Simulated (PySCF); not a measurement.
**Core-level binding energies of `O[SiH2]O`**

Compound: H4O2Si.
SMILES with atom numbers: `[OH:1][SiH2:2][OH:3]`

Cartesian coordinates in Å at the PBE0-D3(BJ)/def2-SVP level; atoms count from 1:
```
atom  x, y, z in Å
O1    -1.156    0.743    0.495
Si2   -0.088   -0.431    0.006
O3     1.354    0.189   -0.539
H4    -1.485    1.332   -0.191
H5    -0.611   -1.198   -1.157
H6     0.099   -1.271    1.218
H7     1.893    0.645    0.114
```

The calculation used PySCF 2.14.0, delta-SCF UKS SCAN, pcX-2 on the ionised atom, pcseg-1 elsewhere, spin-free X2C. Binding energies are ΔSCF values: E(core-ionised, relaxed orbitals) − E(ground state) at a fixed geometry, referred to the vacuum level.

Task: What binding energy does each computed site have?

Result: 
| atom(s) | bonded to | level | binding energy (eV) | 2p1/2 (eV) | count |
| --- | --- | --- | --- | --- | --- |
| Si2 | 2 O and 2 H | Si 2p3/2 | 108.00 | 108.62 | 1 |
| O1/O3 | H and Si | O 1s | 538.84 | – | 2 |
| Si2 | 2 O and 2 H | Si 1s | 1848.07 | – | 1 |

Task: Which photon energy gives electrons from Si 1s of Si2 a kinetic energy of 20 eV, and what is their de Broglie wavelength?

Result: hν = 1848.07 + 20 = 1868.07 eV, recoil neglected; λ = 12.264 Å/√(E/eV) = 2.74 Å.

The first atom of each set that the bonding makes equivalent was ionised and stands for the set. For 2p shells one spin-free hole was relaxed; a mean-field spin–orbit operator and the ground-state splitting of the three 2p orbitals were then diagonalised within the shell. The shell's mean is (2 × 2p3/2 + 2p1/2)/3, and the degeneracies 2j + 1 give areas of 2:1. 2p1/2 minus 2p3/2 (ligand field included): Si 0.63 eV. Geometry: PBE0-D3(BJ)/def2-SVP, one conformer, isolated molecule.

On one thread of an Arm Neoverse V2, shared host, this took 7.9 s of wall time.
